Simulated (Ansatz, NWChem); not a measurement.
Heat of formation of S2F2 (SMILES FSSF) from total energies

The species is S2F2 (4 atoms), meant as a singlet with charge 0. SMILES: `FSSF`. The coordinates come from a PBE0-D4/def2-TZVP relaxation.

Total energies at PBE/6-311+G** (NWChem 7.3.0); the atoms run unrestricted:

| species | state | energy (Eh) |
| --- | --- | --- |
| S2F2 | singlet | -995.589650 |
| F | doublet | -99.659855 |
| S | triplet | -397.938785 |

Harmonic wavenumbers at PBE0-D4/def2-TZVP, in cm⁻¹: 188, 299, 328, 641, 705, 745.

Measured heats of formation of the gaseous atoms at 298.15 K, in kJ/mol: F 79.4, S 277.0. Spin-orbit lowering of the atoms at 298 K (mean of the ground term's levels less their thermal mean, from spectra), in kJ/mol: F 1.29, S 1.88. Take 1 Eh = 2625.50 kJ/mol, 1 cm⁻¹ = 0.0119627 kJ/mol, RT = 2.479 kJ/mol.

Problem. Work out the heat of formation of the gas at 298 K.

Solution. 
1. Electronic atomisation energy: 2 × (-99.659855) + 2 × (-397.938785) − (-995.589650) = 0.392370 Eh = 1030.2 kJ/mol.
2. Zero-point energy: half the sum of the wavenumbers, 1453 cm⁻¹ = 17.4 kJ/mol.
3. Thermal vibrational enthalpy, Σ hcν̃/(exp(hcν̃/kT) − 1): 4.5 kJ/mol. Translation, rotation and pV of a non-linear molecule: 4 RT = 9.9 kJ/mol.
4. The 4 free atoms carry 5/2 RT each: 24.8 kJ/mol.
5. Spin-orbit coupling lowers the free atoms by 2 × 1.29 + 2 × 1.88 = 6.3 kJ/mol.
6. Atomisation enthalpy at 298 K: 1030.2 − 6.3 − 17.4 − 4.5 − 9.9 + 24.8 = 1016.9 kJ/mol.
7. Sum of the atoms' heats of formation: 712.8 kJ/mol. Heat of formation: 712.8 − 1016.9 = -304.1 kJ/mol.

The tabulated value is -336.4 kJ/mol (NIST-JANAF tables; in doubt, as an older value, an estimate or one at odds with other calculations), so this level is off by +32.3 kJ/mol, or 3.1 % of the atomisation enthalpy that the table implies (1049.1 kJ/mol). Anharmonicity and any spin-orbit splitting of the molecule are left out.
